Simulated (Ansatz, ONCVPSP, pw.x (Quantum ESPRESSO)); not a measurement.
# Which W potential is closest to all-electron in the bcc crystal?

All use PBE, scalar-relativistic, no spin, cutoffs from each file’s atomic test, pw.x 7.5; 14³ k-points, Fermi–Dirac smearing 0.01 Ry. Δ is the rms difference from all-electron LAPW of the E(V) curves that follow from fits to the pressures, over ±6 % in volume. Mesh and smearing are coarse and serve the comparison alone. The files are a selection: those with a ghost or negative overlap were mostly not run, and those with noisy or unconverged pressures or nearly equal Δ are left out.

All-electron: a0 = 3.184 Å (V0 = 16.15 Å³/atom), B0 = 300.6 GPa.

Rank them by Δ, smallest first.
A. optimised norm-conserving Vanderbilt (ONCV), ONCVPSP 4.0.1.1 (patched build), PBE; core [Kr] 4d10 4f14, reference 5s2 5p6 5d4 6s1 6p1; waves: 5s+6s: rc 2.00 bohr, ncon 4, nbas 7, qcut 7.8 1/bohr, 2 projectors; 5p+6p: rc 2.45 bohr, ncon 4, nbas 9, qcut 5.5 1/bohr, 2 projectors; 5d: rc 2.15 bohr, ncon 5, nbas 10, qcut 6.2 1/bohr, 1 projector; local part: polynomial inside 1.50 bohr (lpopt 5, dvloc0 0 Ha); core correction: Teter function, fcfact 4, rcfact 1.25.
B. optimised norm-conserving Vanderbilt (ONCV), ONCVPSP 4.0.1.1 (patched build), PBE; core [Kr] 4d10 4f14, reference 5s2 5p6 5d4 6s2; waves: 5s+6s: rc 1.95 bohr, ncon 3, nbas 6, qcut 7 1/bohr, 2 projectors; 5p: rc 1.90 bohr, ncon 4, nbas 7, qcut 8.4 1/bohr, 1 projector; 5d: rc 2.35 bohr, ncon 5, nbas 10, qcut 6.6 1/bohr, 2 projectors, debl 1.6 Ha; local part: polynomial inside 1.40 bohr (lpopt 5, dvloc0 1 Ha); core correction: none.
C. optimised norm-conserving Vanderbilt (ONCV), ONCVPSP 4.0.1.1 (patched build), PBE; core [Kr] 4d10 4f14, reference 5s2 5p6 5d4 6s2; waves: 5s+6s: rc 1.95 bohr, ncon 4, nbas 8, qcut 7 1/bohr, 2 projectors; 5p: rc 1.75 bohr, ncon 4, nbas 8, qcut 6.1 1/bohr, 2 projectors, debl 1.3 Ha; 5d: rc 2.90 bohr, ncon 4, nbas 8, qcut 6.3 1/bohr, 2 projectors, debl 1.7 Ha; f scattering state at 0.09 Ha: rc 2.70 bohr, ncon 4, nbas 8, qcut 3.9 1/bohr, 1 projector; local part: polynomial inside 1.25 bohr (lpopt 4, dvloc0 3 Ha); core correction: none. In the p channel the program set the typed energies aside and used -1.588, 0.250 Ha.

C (1.4 meV/atom), A (10.2 meV/atom), B (18.3 meV/atom).
